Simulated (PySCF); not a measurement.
**Stationary points of H₂SS**

Method: PySCF, PBE0, basis S def2-TZVP, H def2-TZVP (no relativity, density fitting).

Relaxations began from a few typed shapes. The search is not exhaustive: other isomers or separated fragments can lie lower, and high-lying points may rest on an excited occupation.

```
   spin  group                          bonds                           angles  imaginary modes (cm⁻¹)  ΔE (kJ/mol)  ΔE with ZPE (kJ/mol)
singlet     Cs  S–H 1.367 Å (×2), S–S 1.961 Å   H–S–H 89.3°, H–S–S 108.6° (×2)                    none          0.0                   0.0
singlet    C2v  S–H 1.338 Å (×2), S–S 1.972 Å  H–S–H 105.3°, H–S–S 127.4° (×2)                    981i        106.1                     –
```

The lowest minimum found is the singlet Cs: S–H 1.367 Å (×2), S–S 1.961 Å; H–S–H 89.3°, H–S–S 108.6° (×2).
